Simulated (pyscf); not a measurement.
H₂B–NH₂ + H₂ → H₂B–NH₂ + H₂ (four-centre exchange; singlet surface; B–H, H–H broken, B–H, H–H formed). Single points on ωB97X-D3(BJ)/def2-SVP structures (PySCF, gas phase). Energies in kcal/mol from the separated reactants.

| level | barrier | reaction energy |
|---|---|---|
| ωB97X-D3(BJ)/def2-TZVP | 37.8 | 0.0 |
| PBE/def2-TZVP | ? | 0.0 |
| B3LYP-D3(BJ)/def2-TZVP | 38.4 | 0.0 |
| PBE0-D3(BJ)/def2-TZVP | ? | 0.0 |
| M06-2X/def2-TZVP | 39.7 | 0.0 |
| HF/def2-TZVP | 54.0 | 0.0 |

Q: Fill in the missing entries.

A: 
- PBE/def2-TZVP, barrier: 30.8
- PBE0-D3(BJ)/def2-TZVP, barrier: 32.2

The functionals in the table span 8.8 kcal/mol in this barrier, from PBE to M06-2X. At the saddle there is also a short B–H contact that neither side keeps. One saddle was located; it need not be the lowest between these sides.
